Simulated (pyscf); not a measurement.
**Multi-bond step: `[Cl][GeH3]` + `[H][H]` -> `[Cl][GeH]` [singlet] + `[H][H]` + `[H][H]`**

Gas phase, singlet surface, charge 0. Bonds broken: Ge1–H5, Ge1–H6, H3–H7. Bonds formed: H3–H5, H6–H7. Structures and frequencies: ωB97X-D3(BJ)/def2-SVP in PySCF.

Transition state (Å):

```xyz
7

Ge    -0.5086     0.6146    -0.2974
Cl     1.6471     0.9006    -0.2600
H     -0.6955    -1.8490    -0.2451
H     -0.9321     2.0831    -0.6931
H     -0.7142    -1.1522    -0.9163
H     -0.8158    -0.6455     1.0680
H     -0.7499    -1.5777     0.8169
```

One imaginary mode, 1829i cm⁻¹; descent along it reached the two sides named.

```json
[
 {"bond": "Ge1–H5", "change": "breaks", "reactant side (Å)": "1.531", "saddle": "1.883", "product side": "3.4"},
 {"bond": "Ge1–H6", "change": "breaks", "reactant side (Å)": "1.531", "saddle": "1.883", "product side": "3.4"},
 {"bond": "H3–H7", "change": "breaks", "reactant side (Å)": "0.760", "saddle": "1.097", "product side": "3.9"},
 {"bond": "H3–H5", "change": "forms", "reactant side (Å)": "3.0", "saddle": "0.968", "product side": "0.761"},
 {"bond": "H6–H7", "change": "forms", "reactant side (Å)": "3.0", "saddle": "0.968", "product side": "0.761"}
]
```

Electronic energies relative to the separated reactants (eV):

| level | barrier | reaction energy | reverse barrier |
|---|---|---|---|
| ωB97X-D3(BJ)/def2-TZVP | 3.12 | +1.45 | 1.67 |
| PBE/def2-TZVP | 2.45 | +1.20 | 1.24 |
| r²SCAN/def2-TZVP | 2.75 | +1.43 | 1.32 |
| B3LYP-D3(BJ)/def2-TZVP | 2.75 | +1.17 | 1.58 |
| PBE0-D3(BJ)/def2-TZVP | 2.78 | +1.43 | 1.35 |
| M06-2X/def2-TZVP | 3.18 | +1.30 | 1.88 |
| ωB97M-D3(BJ)/def2-TZVP | 3.02 | +1.28 | 1.74 |
| HF/def2-TZVP | 4.22 | +1.44 | 2.78 |

With ωB97M-D3(BJ)/def2-TZVP energies and thermal terms (ideal gas, 1 atm, RRHO with modes under 100 cm⁻¹ raised to 100, one conformer, R ln 2 for chiral ones without a mode under 150 cm⁻¹), in eV:

| T (K) | ΔH‡ | ΔG‡ | ΔH | ΔG |
|---|---|---|---|---|
| 298 | 2.95 | 3.23 | +1.14 | +0.74 |
| 600 | 2.92 | 3.53 | +1.17 | +0.31 |
| 900 | 2.93 | 3.83 | +1.17 | -0.12 |
| 1200 | 2.95 | 4.13 | +1.14 | -0.54 |

The same reactants have a lower exit, to GeH₄ + HCl (barrier +2.31 eV at ωB97M-D3(BJ)/def2-TZVP, against +3.02 eV here). One saddle was located; it need not be the lowest between these sides. Elements up to Kr have no core potential and no relativistic terms here.
